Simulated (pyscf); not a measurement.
Substitution at C: dimethyl ether (H₃C–O–CH₃) + O atom (O) [triplet] → methoxy (H₃C–O•) + methoxy (H₃C–O•)

Gas phase, triplet surface, charge 0. Bonds broken: C1–O2. Bonds formed: C1–O10. Single points on ωB97X-D3(BJ)/def2-SVP structures (PySCF, gas phase).

Transition state (Å):

```xyz
10

C     -0.1000    -0.4801     0.1611
O      0.2904     1.1275     0.4971
C     -0.6454     2.0307    -0.0335
H     -0.3884    -0.2441    -0.8820
H     -0.8272    -1.3265     0.3769
H      0.9098    -0.8956     0.2312
H     -1.6418     1.8920     0.4183
H     -0.7251     1.9480    -1.1353
H     -0.2810     3.0393     0.2204
O     -0.8028    -0.1158     1.6555
```

One imaginary mode, 1027i cm⁻¹; descent along it reached the two sides named.

```json
[
 {"bond": "C1–O2", "change": "breaks", "reactant side (Å)": "1.403", "saddle": "1.688", "product side": "3.1"},
 {"bond": "C1–O10", "change": "forms", "reactant side (Å)": "3.0", "saddle": "1.691", "product side": "1.361"}
]
```

Electronic energies relative to the separated reactants (kcal/mol):

```json
[
 {"level": "ωB97X-D3(BJ)/def2-TZVP", "barrier": "52.6", "reaction energy": "-6.9", "reverse barrier": "59.6"},
 {"level": "PBE/def2-TZVP", "barrier": "29.4", "reaction energy": "-15.9", "reverse barrier": "45.3"},
 {"level": "r²SCAN/def2-TZVP", "barrier": "38.4", "reaction energy": "-13.2", "reverse barrier": "51.6"},
 {"level": "B3LYP-D3(BJ)/def2-TZVP", "barrier": "45.4", "reaction energy": "-10.0", "reverse barrier": "55.4"},
 {"level": "PBE0-D3(BJ)/def2-TZVP", "barrier": "47.7", "reaction energy": "-8.5", "reverse barrier": "56.2"},
 {"level": "M06-2X/def2-TZVP", "barrier": "54.8", "reaction energy": "-3.4", "reverse barrier": "58.2"},
 {"level": "ωB97M-D3(BJ)/def2-TZVP", "barrier": "52.4", "reaction energy": "-5.7", "reverse barrier": "58.1"},
 {"level": "HF/def2-TZVP", "barrier": "93.4", "reaction energy": "+4.3", "reverse barrier": "89.1"}
]
```

With ωB97M-D3(BJ)/def2-TZVP energies and thermal terms (ideal gas, 1 atm, RRHO with modes under 100 cm⁻¹ raised to 100, one conformer, R ln 2 for rigid chiral ones), in kcal/mol:

| T (K) | ΔH‡ | ΔG‡ | ΔH | ΔG |
|---|---|---|---|---|
| 298 | 50.1 | 57.3 | -9.7 | -13.8 |
| 600 | 50.2 | 64.5 | -9.9 | -17.8 |
| 900 | 50.3 | 71.6 | -10.2 | -21.8 |
| 1200 | 50.2 | 78.7 | -10.8 | -25.5 |

From the product side, H₂C=O + H• lies, by one bond made or cut, 30.3 kcal/mol under this saddle at ωB97M-D3(BJ). H₃C–O• + H₃C–O• also meet on a surface of lower spin, which isn't treated here. H₃C–O–CH₃ lies 11.4 kcal/mol over its isomer H₃C–CH₂–OH, and others may lie lower still (electronic energy, ωB97M-D3(BJ)). H₃C–O• lies 7.0 kcal/mol over its isomer •H₂C–OH, and others may lie lower still (electronic energy, ωB97M-D3(BJ)). One saddle was located; it need not be the lowest between these sides. The angle at the attacked C is 73°: a side-on saddle, likely not the lowest. Left out: orbital degeneracy and the spin-orbit lowering of O. The orbital near-degeneracy of the XH₃O or XH₃S radical is left out.
